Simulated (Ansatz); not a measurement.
The same path of AlH8NSi (11 atoms, charge 0, multiplicity 1) was run twice with different band settings. Lost on the way: Al1–H2, N5–H11. Made: H2–H11.

Theory: RHF/def2-SVP in Ansatz 0.2.0.

Relaxed end points:

```xyz
11
Properties=species:S:1:pos:R:3
Al 0.085 -0.248 -0.016
H -0.265 1.060 0.834
H 1.632 -0.513 -0.334
H -0.976 -0.718 -1.116
N -0.234 -1.728 1.457
H -0.857 -2.401 1.034
Si 1.255 -2.509 2.108
H 1.866 -3.266 1.006
H 2.120 -1.437 2.623
H 0.867 -3.423 3.206
H -0.769 -1.267 2.180
```

```xyz
11
Properties=species:S:1:pos:R:3
Al 0.339 -0.847 -0.320
H -1.362 1.248 2.005
H 1.588 0.112 -0.285
H -0.879 -0.635 -1.301
N 0.284 -2.251 0.787
H -0.545 -2.818 0.706
Si 1.394 -2.836 1.984
H 1.833 -4.227 1.705
H 2.583 -1.953 1.989
H 0.799 -2.838 3.346
H -1.309 0.596 2.367
```

Common settings: movable images 7; climbing image yes; optimiser quadratic models (default); start path through a guess of the saddle point; force threshold 0.03 eV/Å; iteration limit 60; end points relaxed.

| run | spring |
| --- | --- |
| 1 | 5.0 eV/Å² |
| 2 | 0.5 eV/Å² |

Task: What does each run give, and how far can it be trusted?

Result: Run 1: converged after 25 iterations, highest image 1.680 eV above the first end. A vibrational analysis at the climbing image gives one clearly imaginary mode, 1789i cm⁻¹: a first-order saddle point.
Run 2: converged after 31 iterations, highest image 1.680 eV above the first end. Another band between the same ends (7 images) ends at a top of the same energy, where a vibrational analysis finds 1 clearly imaginary mode.
The orbitals stay closed-shell, which can raise the energy where a bond breaks towards radicals; this wasn't checked here.
